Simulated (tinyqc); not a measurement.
CCD on RHF in the sto-3g basis, frozen core, for H3O+, spin multiplicity 1, step by step (part 1 of 2). Computed by tinyqc, a small Python program that keeps every step (integrals from PySCF). Settings: charge = 1, multiplicity = 1, basis = sto-3g, method = RHF, frozen orbitals = 1, energy threshold = 1e-10, iteration cap = 55, orthogonalisation = symmetric, start = core, DIIS depth = 6, amplitude equations = CCD, DIIS depth for amplitudes = 0, cap on updates = 65. Command: `OMP_NUM_THREADS=1 python tinyqc.py 22128 22129 out.jsonl` (the two numbers bound the seeds that draw the settings). One thread of a shared host (Intel(R) Xeon(R) Processor @ 2.60GHz), about 0.1 s of CPU time with the checks. The early iterations of the SCF are left out here.

## One-electron integrals

Geometry (angstrom):
```
atom        x        y       z
O      0.0000   0.0000  0.1700
H      0.9280   0.0000  0.0000
H     -0.4640   0.8040  0.0000
H     -0.4640  -0.8040  0.0000
```

Basis sto-3g: exponents (1/bohr^2) and contraction coefficients of normalised primitives:
```
element  l (shell)  exponent  coefficient
O            s (1)  130.7093       0.1543
O            s (1)   23.8089       0.5353
O            s (1)    6.4436       0.4446
O            s (2)    5.0332      -0.1000
O            s (2)    1.1696       0.3995
O            s (2)    0.3804       0.7001
O            p (3)    5.0332       0.1559
O            p (3)    1.1696       0.6077
O            p (3)    0.3804       0.3920
H            s (1)    3.4253       0.1543
H            s (1)    0.6239       0.5353
H            s (1)    0.1689       0.4446
```

Overlap, kinetic and nuclear-attraction integrals over the contracted functions; the nuclear repulsion is the sum of Za Zb / Rab.

nuclear repulsion = 14.446418 hartree

overlap S, order 1O 1s, 1O 2s, 1O 2px, 1O 2py, 1O 2pz, 2H 1s, 3H 1s, 4H 1s:
```
[[1.0000, 0.2367, 0.0000, 0.0000, 0.0000, 0.0558, 0.0557, 0.0557],
 [0.2367, 1.0000, 0.0000, 0.0000, 0.0000, 0.4839, 0.4837, 0.4837],
 [0.0000, 0.0000, 1.0000, 0.0000, 0.0000, 0.3917, -0.1957, -0.1957],
 [0.0000, 0.0000, 0.0000, 1.0000, 0.0000, 0.0000, 0.3392, -0.3392],
 [0.0000, 0.0000, 0.0000, 0.0000, 1.0000, -0.0718, -0.0717, -0.0717],
 [0.0558, 0.4839, 0.3917, 0.0000, -0.0718, 1.0000, 0.2196, 0.2196],
 [0.0557, 0.4837, -0.1957, 0.3392, -0.0717, 0.2196, 1.0000, 0.2195],
 [0.0557, 0.4837, -0.1957, -0.3392, -0.0717, 0.2196, 0.2195, 1.0000]]
```

kinetic energy T (hartree), order 1O 1s, 1O 2s, 1O 2px, 1O 2py, 1O 2pz, 2H 1s, 3H 1s, 4H 1s:
```
[[29.0032, -0.1680, 0.0000, 0.0000, 0.0000, -0.0015, -0.0015, -0.0015],
 [-0.1680, 0.8081, 0.0000, 0.0000, 0.0000, 0.1353, 0.1352, 0.1352],
 [0.0000, 0.0000, 2.5287, 0.0000, 0.0000, 0.2902, -0.1449, -0.1449],
 [0.0000, 0.0000, 0.0000, 2.5287, 0.0000, 0.0000, 0.2511, -0.2511],
 [0.0000, 0.0000, 0.0000, 0.0000, 2.5287, -0.0532, -0.0531, -0.0531],
 [-0.0015, 0.1353, 0.2902, 0.0000, -0.0532, 0.7600, 0.0020, 0.0020],
 [-0.0015, 0.1352, -0.1449, 0.2511, -0.0531, 0.0020, 0.7600, 0.0020],
 [-0.0015, 0.1352, -0.1449, -0.2511, -0.0531, 0.0020, 0.0020, 0.7600]]
```

nuclear attraction V (hartree), order 1O 1s, 1O 2s, 1O 2px, 1O 2py, 1O 2pz, 2H 1s, 3H 1s, 4H 1s:
```
[[-62.3008, -7.5813, 0.0000, 0.0000, 0.0086, -1.8373, -1.8361, -1.8361],
 [-7.5813, -10.7100, -0.0001, 0.0000, 0.1010, -4.1705, -4.1685, -4.1685],
 [0.0000, -0.0001, -10.6947, 0.0000, 0.0000, -3.0153, 1.5066, 1.5066],
 [0.0000, 0.0000, 0.0000, -10.6947, 0.0000, 0.0000, -2.6107, 2.6107],
 [0.0086, 0.1010, 0.0000, 0.0000, -10.5200, 0.5826, 0.5822, 0.5822],
 [-1.8373, -4.1705, -3.0153, 0.0000, 0.5826, -6.1983, -1.5296, -1.5296],
 [-1.8361, -4.1685, 1.5066, -2.6107, 0.5822, -1.5296, -6.1972, -1.5284],
 [-1.8361, -4.1685, 1.5066, 2.6107, 0.5822, -1.5296, -1.5284, -6.1972]]
```

core Hamiltonian H = T + V (hartree), order 1O 1s, 1O 2s, 1O 2px, 1O 2py, 1O 2pz, 2H 1s, 3H 1s, 4H 1s:
```
[[-33.2976, -7.7493, 0.0000, 0.0000, 0.0086, -1.8388, -1.8376, -1.8376],
 [-7.7493, -9.9019, -0.0001, 0.0000, 0.1010, -4.0351, -4.0333, -4.0333],
 [0.0000, -0.0001, -8.1660, 0.0000, 0.0000, -2.7251, 1.3617, 1.3617],
 [0.0000, 0.0000, 0.0000, -8.1660, 0.0000, 0.0000, -2.3595, 2.3595],
 [0.0086, 0.1010, 0.0000, 0.0000, -7.9913, 0.5294, 0.5291, 0.5291],
 [-1.8388, -4.0351, -2.7251, 0.0000, 0.5294, -5.4383, -1.5276, -1.5276],
 [-1.8376, -4.0333, 1.3617, -2.3595, 0.5291, -1.5276, -5.4371, -1.5265],
 [-1.8376, -4.0333, 1.3617, 2.3595, 0.5291, -1.5276, -1.5265, -5.4371]]
```

## Two-electron integrals

Functions are numbered as in S; the eight-fold symmetry (ij|kl) = (ji|kl) = (kl|ij) leaves the list below.

Two-electron integrals (ij|kl) in chemists' order, unique and non-zero (hartree):
```
(11|11) 4.7851      (21|11) 0.7414      (21|21) 0.1369      (22|11) 1.1189
(22|21) 0.2566      (22|22) 0.8172      (31|31) 0.0245      (32|31) 0.0378
(32|32) 0.1805      (33|11) 1.1158      (33|21) 0.2567      (33|22) 0.8170
(33|33) 0.8802      (41|41) 0.0245      (42|41) 0.0378      (42|42) 0.1805
(43|43) 0.0474      (44|11) 1.1158      (44|21) 0.2567      (44|22) 0.8170
(44|33) 0.7853      (44|44) 0.8802      (51|51) 0.0245      (52|51) 0.0378
(52|52) 0.1805      (53|53) 0.0474      (54|54) 0.0474      (55|11) 1.1158
(55|21) 0.2567      (55|22) 0.8170      (55|33) 0.7853      (55|44) 0.7853
(55|55) 0.8802      (61|11) 0.1776      (61|21) 0.0325      (61|22) 0.0605
(61|31) 0.0015      (61|32) 0.0027      (61|33) 0.0607      (61|44) 0.0603
(61|51) -2.69e-04   (61|52) -0.0005     (61|53) -6.19e-05   (61|55) 0.0604
(61|61) 0.0078      (62|11) 0.4133      (62|21) 0.0959      (62|22) 0.3359
(62|31) 0.0070      (62|32) 0.0528      (62|33) 0.3462      (62|44) 0.3304
(62|51) -0.0013     (62|52) -0.0097     (62|53) -0.0029     (62|55) 0.3309
(62|61) 0.0232      (62|62) 0.1681      (63|11) 0.2848      (63|21) 0.0670
(63|22) 0.2506      (63|31) 0.0146      (63|32) 0.0964      (63|33) 0.2728
(63|44) 0.2391      (63|51) -0.0008     (63|52) -0.0069     (63|53) -0.0042
(63|55) 0.2395      (63|61) 0.0169      (63|62) 0.1523      (63|63) 0.1610
(64|41) 0.0103      (64|42) 0.0589      (64|43) 0.0111      (64|54) -0.0020
(64|64) 0.0245      (65|11) -0.0522     (65|21) -0.0123     (65|22) -0.0459
(65|31) -0.0008     (65|32) -0.0069     (65|33) -0.0459     (65|44) -0.0438
(65|51) 0.0104      (65|52) 0.0602      (65|53) 0.0115      (65|55) -0.0479
(65|61) -0.0031     (65|62) -0.0279     (65|63) -0.0250     (65|65) 0.0291
(66|11) 0.5386      (66|21) 0.1270      (66|22) 0.5083      (66|31) 0.0126
(66|32) 0.1279      (66|33) 0.5471      (66|44) 0.4875      (66|51) -0.0023
(66|52) -0.0234     (66|53) -0.0109     (66|55) 0.4895      (66|61) 0.0310
(66|62) 0.3138      (66|63) 0.3249      (66|65) -0.0595     (66|66) 0.7746
(71|11) 0.1774      (71|21) 0.0325      (71|22) 0.0604      (71|31) -0.0007
(71|32) -0.0014     (71|33) 0.0604      (71|41) 0.0013      (71|42) 0.0024
(71|43) -1.46e-04   (71|44) 0.0606      (71|51) -2.68e-04   (71|52) -0.0005
(71|53) 3.09e-05    (71|54) -5.35e-05   (71|55) 0.0603      (71|61) 0.0077
(71|62) 0.0223      (71|63) 0.0152      (71|64) 0.0006      (71|65) -0.0030
(71|66) 0.0294      (71|71) 0.0078      (72|11) 0.4131      (72|21) 0.0959
(72|22) 0.3358      (72|31) -0.0035     (72|32) -0.0264     (72|33) 0.3342
(72|41) 0.0061      (72|42) 0.0457      (72|43) -0.0068     (72|44) 0.3421
(72|51) -0.0013     (72|52) -0.0097     (72|53) 0.0014      (72|54) -0.0025
(72|55) 0.3308      (72|61) 0.0223      (72|62) 0.1345      (72|63) 0.0926
(72|64) 0.0148      (72|65) -0.0217     (72|66) 0.2049      (72|71) 0.0231
(72|72) 0.1679      (73|11) -0.1423     (73|21) -0.0335     (73|22) -0.1252
(73|31) 0.0113      (73|32) 0.0682      (73|33) -0.1320     (73|41) -0.0019
(73|42) -0.0163     (73|43) 0.0121      (73|44) -0.1238     (73|51) 3.97e-04
(73|52) 0.0034      (73|53) -0.0026     (73|54) 0.0009      (73|55) -0.1197
(73|61) -0.0071     (73|62) -0.0335     (73|63) -0.0046     (73|64) -0.0029
(73|65) 0.0052      (73|66) -0.0357     (73|71) -0.0085     (73|72) -0.0761
(73|73) 0.0586      (74|11) 0.2466      (74|21) 0.0580      (74|22) 0.2169
(74|31) -0.0019     (74|32) -0.0163     (74|33) 0.2095      (74|41) 0.0135
(74|42) 0.0870      (74|43) -0.0099     (74|44) 0.2337      (74|51) -0.0007
(74|52) -0.0060     (74|53) 0.0009      (74|54) -0.0036     (74|55) 0.2073
(74|61) 0.0135      (74|62) 0.0876      (74|63) 0.0596      (74|64) 0.0281
(74|65) -0.0138     (74|66) 0.1345      (74|71) 0.0146      (74|72) 0.1318
(74|73) -0.0590     (74|74) 0.1268      (75|11) -0.0521     (75|21) -0.0123
(75|22) -0.0459     (75|31) 3.97e-04    (75|32) 0.0034      (75|33) -0.0443
(75|41) -0.0007     (75|42) -0.0060     (75|43) 0.0009      (75|44) -0.0454
(75|51) 0.0104      (75|52) 0.0601      (75|53) -0.0057     (75|54) 0.0099
(75|55) -0.0479     (75|61) -0.0030     (75|62) -0.0216     (75|63) -0.0146
(75|64) -0.0024     (75|65) 0.0223      (75|66) -0.0361     (75|71) -0.0031
(75|72) -0.0279     (75|73) 0.0125      (75|74) -0.0216     (75|75) 0.0291
(76|11) 0.1461      (76|21) 0.0342      (76|22) 0.1279      (76|31) 0.0010
(76|32) 0.0088      (76|33) 0.1286      (76|41) 0.0018      (76|42) 0.0153
(76|43) 4.41e-04    (76|44) 0.1291      (76|51) -0.0008     (76|52) -0.0065
(76|53) -0.0007     (76|54) -0.0013     (76|55) 0.1259      (76|61) 0.0081
(76|62) 0.0614      (76|63) 0.0517      (76|64) 0.0063      (76|65) -0.0115
(76|66) 0.1143      (76|71) 0.0081      (76|72) 0.0614      (76|73) -0.0204
(76|74) 0.0479      (76|75) -0.0115     (76|76) 0.0268      (77|11) 0.5384
(77|21) 0.1270      (77|22) 0.5081      (77|31) -0.0063     (77|32) -0.0639
(77|33) 0.5023      (77|41) 0.0109      (77|42) 0.1108      (77|43) -0.0258
(77|44) 0.5321      (77|51) -0.0023     (77|52) -0.0234     (77|53) 0.0054
(77|54) -0.0094     (77|55) 0.4894      (77|61) 0.0294      (77|62) 0.2050
(77|63) 0.1343      (77|64) 0.0363      (77|65) -0.0361     (77|66) 0.3247
(77|71) 0.0310      (77|72) 0.3137      (77|73) -0.1623     (77|74) 0.2813
(77|75) -0.0595     (77|76) 0.1143      (77|77) 0.7746      (81|11) 0.1774
(81|21) 0.0325      (81|22) 0.0604      (81|31) -0.0007     (81|32) -0.0014
(81|33) 0.0604      (81|41) -0.0013     (81|42) -0.0024     (81|43) 1.46e-04
(81|44) 0.0606      (81|51) -2.68e-04   (81|52) -0.0005     (81|53) 3.09e-05
(81|54) 5.35e-05    (81|55) 0.0603      (81|61) 0.0077      (81|62) 0.0223
(81|63) 0.0152      (81|64) -0.0006     (81|65) -0.0030     (81|66) 0.0294
(81|71) 0.0077      (81|72) 0.0223      (81|73) -0.0082     (81|74) 0.0129
(81|75) -0.0030     (81|76) 0.0079      (81|77) 0.0294      (81|81) 0.0078
(82|11) 0.4131      (82|21) 0.0959      (82|22) 0.3358      (82|31) -0.0035
(82|32) -0.0264     (82|33) 0.3342      (82|41) -0.0061     (82|42) -0.0457
(82|43) 0.0068      (82|44) 0.3421      (82|51) -0.0013     (82|52) -0.0097
(82|53) 0.0014      (82|54) 0.0025      (82|55) 0.3308      (82|61) 0.0223
(82|62) 0.1345      (82|63) 0.0926      (82|64) -0.0148     (82|65) -0.0217
(82|66) 0.2049      (82|71) 0.0223      (82|72) 0.1344      (82|73) -0.0591
(82|74) 0.0728      (82|75) -0.0216     (82|76) 0.0504      (82|77) 0.2049
(82|81) 0.0231      (82|82) 0.1679      (83|11) -0.1423     (83|21) -0.0335
(83|22) -0.1252     (83|31) 0.0113      (83|32) 0.0682      (83|33) -0.1320
(83|41) 0.0019      (83|42) 0.0163      (83|43) -0.0121     (83|44) -0.1238
(83|51) 3.97e-04    (83|52) 0.0034      (83|53) -0.0026     (83|54) -0.0009
(83|55) -0.1197     (83|61) -0.0071     (83|62) -0.0335     (83|63) -0.0046
(83|64) 0.0029      (83|65) 0.0052      (83|66) -0.0357     (83|71) -0.0082
(83|72) -0.0591     (83|73) 0.0444      (83|74) -0.0313     (83|75) 0.0094
(83|76) -0.0164     (83|77) -0.0985     (83|81) -0.0085     (83|82) -0.0761
(83|83) 0.0586      (84|11) -0.2466     (84|21) -0.0580     (84|22) -0.2169
(84|31) 0.0019      (84|32) 0.0163      (84|33) -0.2095     (84|41) 0.0135
(84|42) 0.0870      (84|43) -0.0099     (84|44) -0.2337     (84|51) 0.0007
(84|52) 0.0060      (84|53) -0.0009     (84|54) -0.0036     (84|55) -0.2073
(84|61) -0.0135     (84|62) -0.0876     (84|63) -0.0596     (84|64) 0.0281
(84|65) 0.0138      (84|66) -0.1345     (84|71) -0.0129     (84|72) -0.0728
(84|73) 0.0313      (84|74) -0.0210     (84|75) 0.0115      (84|76) -0.0284
(84|77) -0.0982     (84|81) -0.0146     (84|82) -0.1318     (84|83) 0.0590
(84|84) 0.1268      (85|11) -0.0521     (85|21) -0.0123     (85|22) -0.0459
(85|31) 3.97e-04    (85|32) 0.0034      (85|33) -0.0443     (85|41) 0.0007
(85|42) 0.0060      (85|43) -0.0009     (85|44) -0.0454     (85|51) 0.0104
(85|52) 0.0601      (85|53) -0.0057     (85|54) -0.0099     (85|55) -0.0479
(85|61) -0.0030     (85|62) -0.0216     (85|63) -0.0146     (85|64) 0.0024
(85|65) 0.0223      (85|66) -0.0361     (85|71) -0.0030     (85|72) -0.0216
(85|73) 0.0094      (85|74) -0.0115     (85|75) 0.0223      (85|76) -0.0091
(85|77) -0.0361     (85|81) -0.0031     (85|82) -0.0279     (85|83) 0.0125
(85|84) 0.0216      (85|85) 0.0291      (86|11) 0.1461      (86|21) 0.0342
(86|22) 0.1279      (86|31) 0.0010      (86|32) 0.0088      (86|33) 0.1286
(86|41) -0.0018     (86|42) -0.0153     (86|43) -4.41e-04   (86|44) 0.1291
(86|51) -0.0008     (86|52) -0.0065     (86|53) -0.0007     (86|54) 0.0013
(86|55) 0.1259      (86|61) 0.0081      (86|62) 0.0614      (86|63) 0.0517
(86|64) -0.0063     (86|65) -0.0115     (86|66) 0.1143      (86|71) 0.0079
(86|72) 0.0504      (86|73) -0.0164     (86|74) 0.0284      (86|75) -0.0091
(86|76) 0.0223      (86|77) 0.0778      (86|81) 0.0081      (86|82) 0.0614
(86|83) -0.0204     (86|84) -0.0479     (86|85) -0.0115     (86|86) 0.0268
(87|11) 0.1460      (87|21) 0.0341      (87|22) 0.1278      (87|31) -0.0021
(87|32) -0.0177     (87|33) 0.1293      (87|44) 0.1283      (87|51) -0.0008
(87|52) -0.0065     (87|53) 0.0015      (87|55) 0.1258      (87|61) 0.0079
(87|62) 0.0504      (87|63) 0.0328      (87|65) -0.0091     (87|66) 0.0778
(87|71) 0.0081      (87|72) 0.0613      (87|73) -0.0312     (87|74) 0.0416
(87|75) -0.0114     (87|76) 0.0222      (87|77) 0.1142      (87|81) 0.0081
(87|82) 0.0613      (87|83) -0.0312     (87|84) -0.0416     (87|85) -0.0114
(87|86) 0.0222      (87|87) 0.0267      (88|11) 0.5384      (88|21) 0.1270
(88|22) 0.5081      (88|31) -0.0063     (88|32) -0.0639     (88|33) 0.5023
(88|41) -0.0109     (88|42) -0.1108     (88|43) 0.0258      (88|44) 0.5321
(88|51) -0.0023     (88|52) -0.0234     (88|53) 0.0054      (88|54) 0.0094
(88|55) 0.4894      (88|61) 0.0294      (88|62) 0.2050      (88|63) 0.1343
(88|64) -0.0363     (88|65) -0.0361     (88|66) 0.3247      (88|71) 0.0294
(88|72) 0.2049      (88|73) -0.0985     (88|74) 0.0982      (88|75) -0.0361
(88|76) 0.0778      (88|77) 0.3246      (88|81) 0.0310      (88|82) 0.3137
(88|83) -0.1623     (88|84) -0.2813     (88|85) -0.0595     (88|86) 0.1143
(88|87) 0.1142      (88|88) 0.7746
```

## Orthogonalisation

S = U s U^T; symmetric (Loewdin) form X = U s^(-1/2) U^T, so that X^T S X = 1.

eigenvalues of S: [0.3201, 0.3981, 0.3982, 0.9561, 1.0255, 1.3822, 1.3823, 2.1374]

X, order 1O 1s, 1O 2s, 1O 2px, 1O 2py, 1O 2pz, 2H 1s, 3H 1s, 4H 1s:
```
[[1.0252, -0.1528, 0.0000, 0.0000, 0.0044, 0.0208, 0.0208, 0.0208],
 [-0.1528, 1.3551, 0.0001, 0.0000, -0.0484, -0.2867, -0.2865, -0.2865],
 [0.0000, 0.0001, 1.1358, 0.0000, 0.0000, -0.2923, 0.1460, 0.1460],
 [0.0000, 0.0000, 0.0000, 1.1357, 0.0000, 0.0000, -0.2530, 0.2530],
 [0.0044, -0.0484, 0.0000, 0.0000, 1.0070, 0.0418, 0.0418, 0.0418],
 [0.0208, -0.2867, -0.2923, 0.0000, 0.0418, 1.2246, -0.0751, -0.0751],
 [0.0208, -0.2865, 0.1460, -0.2530, 0.0418, -0.0751, 1.2244, -0.0750],
 [0.0208, -0.2865, 0.1460, 0.2530, 0.0418, -0.0751, -0.0750, 1.2244]]
```

## Iteration 8 (converged): orbitals

converged F (hartree), order 1O 1s, 1O 2s, 1O 2px, 1O 2py, 1O 2pz, 2H 1s, 3H 1s, 4H 1s:
```
[[-20.8498, -5.3096, 0.0000, 0.0000, 0.0125, -1.2675, -1.2666, -1.2666],
 [-5.3096, -3.0102, -0.0001, 0.0000, 0.0729, -1.2788, -1.2783, -1.2783],
 [0.0000, -0.0001, -0.9524, 0.0000, 0.0000, -0.6657, 0.3326, 0.3326],
 [0.0000, 0.0000, 0.0000, -0.9524, 0.0000, 0.0000, -0.5764, 0.5764],
 [0.0125, 0.0729, 0.0000, 0.0000, -0.9198, 0.1500, 0.1499, 0.1499],
 [-1.2675, -1.2788, -0.6657, 0.0000, 0.1500, -0.9341, -0.4500, -0.4500],
 [-1.2666, -1.2783, 0.3326, -0.5764, 0.1499, -0.4500, -0.9337, -0.4497],
 [-1.2666, -1.2783, 0.3326, 0.5764, 0.1499, -0.4500, -0.4497, -0.9337]]
```

Diagonalise F' = X^T F X, C = X C', fill 5 alpha and 5 beta electrons from the bottom; D = 2 C_occ C_occ^T. Each column has its largest component positive (the first on a tie).

F' = X^T F X (hartree):
```
[[-20.4611, -2.7261, 0.0000, 0.0000, 0.0193, -0.2036, -0.2034, -0.2034],
 [-2.7261, -1.6203, 0.0000, 0.0000, -0.0229, -0.5343, -0.5340, -0.5340],
 [0.0000, 0.0000, -0.6279, 0.0000, 0.0000, -0.5679, 0.2838, 0.2838],
 [0.0000, 0.0000, 0.0000, -0.6279, 0.0000, 0.0000, -0.4917, 0.4917],
 [0.0193, -0.0229, 0.0000, 0.0000, -0.9026, 0.0926, 0.0926, 0.0926],
 [-0.2036, -0.5343, -0.5679, 0.0000, 0.0926, -0.2783, -0.0973, -0.0973],
 [-0.2034, -0.5340, 0.2838, -0.4917, 0.0926, -0.0973, -0.2784, -0.0972],
 [-0.2034, -0.5340, 0.2838, 0.4917, 0.0926, -0.0973, -0.0972, -0.2784]]
```

orbital energies (hartree): [-20.8589, -1.8010, -1.1349, -1.1349, -0.9192, 0.1221, 0.3259, 0.3260]

coefficients C, order 1O 1s, 1O 2s, 1O 2px, 1O 2py, 1O 2pz, 2H 1s, 3H 1s, 4H 1s:
```
[[0.9939, -0.2403, 0.0000, 0.0000, -0.0372, -0.1697, 0.0000, 0.0002],
 [0.0287, 0.8671, -0.0002, 0.0000, 0.1829, 1.1498, 0.0000, -0.0013],
 [0.0000, 0.0001, 0.7069, 0.0000, 0.0001, -0.0007, 0.0000, -0.9583],
 [0.0000, 0.0000, 0.0000, 0.7069, 0.0000, 0.0000, 0.9582, 0.0000],
 [-0.0018, -0.0753, -0.0001, 0.0000, 0.9813, -0.2305, 0.0000, 0.0003],
 [-0.0054, 0.0980, 0.3890, 0.0000, -0.0484, -0.6752, 0.0000, 1.0303],
 [-0.0054, 0.0980, -0.1945, 0.3369, -0.0485, -0.6765, -0.8915, -0.5141],
 [-0.0054, 0.0980, -0.1945, -0.3369, -0.0485, -0.6765, 0.8915, -0.5141]]
```

D after iteration 8, order 1O 1s, 1O 2s, 1O 2px, 1O 2py, 1O 2pz, 2H 1s, 3H 1s, 4H 1s:
```
[[2.0939, -0.3733, 0.0000, 0.0000, -0.0405, -0.0542, -0.0542, -0.0542],
 [-0.3733, 1.5723, -0.0001, 0.0000, 0.2282, 0.1518, 0.1519, 0.1519],
 [0.0000, -0.0001, 0.9995, 0.0000, 0.0000, 0.5500, -0.2750, -0.2750],
 [0.0000, 0.0000, 0.0000, 0.9995, 0.0000, 0.0000, 0.4763, -0.4763],
 [-0.0405, 0.2282, 0.0000, 0.0000, 1.9372, -0.1098, -0.1098, -0.1098],
 [-0.0542, 0.1518, 0.5500, 0.0000, -0.1098, 0.3266, -0.1274, -0.1274],
 [-0.0542, 0.1519, -0.2750, 0.4763, -0.1098, -0.1274, 0.3266, -0.1274],
 [-0.0542, 0.1519, -0.2750, -0.4763, -0.1098, -0.1274, -0.1274, 0.3266]]
```

Within a degenerate level the vectors are fixed only up to a rotation; this is one choice.

## Convergence

Stop when the energy changes by less than 1e-10 hartree and every element of the error matrix X^T (F D S - S D F) X is below 3e-06.

Course of the cycle:
```
iteration  E (hartree)     change  largest element of the error matrix
1           -73.258242          -                             8.28e-01
2           -75.303470  -2.05e+00                             1.32e-01
3           -75.322895  -1.94e-02                             9.95e-03
4           -75.323018  -1.23e-04                             1.32e-03
5           -75.323024  -5.54e-06                             4.49e-04
6           -75.323024  -4.11e-07                             6.72e-05
7           -75.323024  -1.41e-08                             6.57e-07
8           -75.323024  -6.25e-13                             7.21e-09
```

PySCF RHF in the same basis = -75.323024 hartree

Converged in 8 iterations.
